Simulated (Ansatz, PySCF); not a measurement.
This PySCF input computes a B3LYP/def2-TZVPD energy:

```python
from pyscf import gto, scf, dft

mol = gto.M(
    atom='''
    F    -0.00000000   -0.00000000   -0.69824324
    F     0.00000000    0.00000000    0.69824324
    ''',
    basis='def2-tzvpd',
    charge=0,
    spin=0,
    verbose=4,
)

mf = dft.RKS(mol, xc='b3lyp').density_fit(auxbasis='def2-universal-jkfit')
mf.grids.level = 3
mf.conv_tol = 1e-9
mf.max_cycle = 100
mf.max_memory = 1500
mf.kernel()
if not mf.converged:
    mf = mf.newton()
    mf.kernel(mf.make_rdm1())
mf.analyze()
```

### Question
Write an input for the same energy in Ansatz (an electronic-structure program) and say what it gives.

### Answer

Ansatz 0.2 input:
```yaml
crystal:
  periodic: [false, false, false]
  atoms:
    - {symbol: F, position_ang: [-0.00000000, -0.00000000, -0.69824324]}
    - {symbol: F, position_ang: [0.00000000, 0.00000000, 0.69824324]}
basis:
  gaussian:
    orbitals: def2-TZVPD
hamiltonian:
  xc: {name: B3LYP}
output: {forces: true}
```
It gives -199.60075 Eh, and PySCF -199.60078 Eh, a difference of 0.03 mEh, from the treatment of integrals and grids.
